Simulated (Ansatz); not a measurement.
# C4H5F: basis-set convergence

The task here is to estimate one member of a computed series from the others.

Method: one geometry, several basis sets; program: Ansatz 0.2.0, Gaussian basis.

Levels to be run: PBE0-D4/def2-SVP; ωB97M-V/def2-SVP; PBE0-D4/def2-QZVPP; ωB97M-V/def2-QZVPP; the functionals' def2-TZVPP values are taken from earlier runs.

## The relaxed structure

An earlier PBE0-D4 in a triple-zeta def2 set relaxation fixed the geometry.

10 atoms, charge 0, spin multiplicity 1.

Atoms are counted from 1 here; the program's logs count them from 0.

Bond lengths: C1–C2 1.449 Å, C1–H6 1.093 Å, C1–H7 1.093 Å, C1–H8 1.093 Å, C2–C3 1.202 Å, C3–C4 1.450 Å, C4–F5 1.384 Å, C4–H9 1.095 Å, C4–H10 1.095 Å. Angles: C2–C1–H6 111.2°, C2–C1–H7 110.4°, C2–C1–H8 111.1°, H6–C1–H7 107.9°, H6–C1–H8 108.2°, H7–C1–H8 107.9°, C1–C2–C3 179.5°, C2–C3–C4 179.3°, C3–C4–F5 111.6°, C3–C4–H9 110.6°, C3–C4–H10 110.6°, F5–C4–H9 107.6°, F5–C4–H10 107.6°, H9–C4–H10 108.6°.

The first run:

The input, in.yaml:

```yaml
crystal:
  periodic: [false, false, false]
  atoms:
    - {symbol: C, position_ang: [-1.262537, -1.628034, 0.021669]}
    - {symbol: C, position_ang: [-0.386622, -0.474295, 0.004684]}
    - {symbol: C, position_ang: [0.348041, 0.476464, -0.008686]}
    - {symbol: C, position_ang: [1.220483, 1.633949, -0.026632]}
    - {symbol: F, position_ang: [2.549621, 1.272157, 0.109857]}
    - {symbol: H, position_ang: [-1.931173, -1.603022, 0.885361]}
    - {symbol: H, position_ang: [-0.677181, -2.549270, 0.075603]}
    - {symbol: H, position_ang: [-1.873721, -1.671035, -0.882954]}
    - {symbol: H, position_ang: [0.975978, 2.314054, 0.795435]}
    - {symbol: H, position_ang: [1.120310, 2.177833, -0.971236]}
basis:
  gaussian: {orbitals: def2-SVP}
hamiltonian: {xc: pbe0, dispersion: d4}
output: {orbitals: {seedname: orbitals}}
```

Steps of the session up to this table: PBE0-D4 in def2-SVP; ωB97M-V in def2-SVP; PBE0-D4 in def2-QZVPP; ωB97M-V in def2-QZVPP.

One of the session's tables, all rows but one given; the rest of the session is left out.

It belongs to the step «Functionals by basis». 

```
functional       basis  HOMO (eV)  LUMO (eV)
   PBE0-D4    def2-SVP      -7.49       0.72
   PBE0-D4  def2-TZVPP      -7.56       0.45
   PBE0-D4  def2-QZVPP      -7.58       0.33
   ωB97M-V    def2-SVP          ?          ?
   ωB97M-V  def2-TZVPP      -9.80       2.47
   ωB97M-V  def2-QZVPP      -9.82       1.75
```

Q: Estimate the row for ωB97M-V, def2-SVP from the others.

**Answer.** HOMO (eV): -9.73; LUMO (eV): 2.89. In the column «HOMO (eV)» it lies between ωB97M-V, def2-TZVPP (-9.80) and PBE0-D4, def2-QZVPP (-7.58).
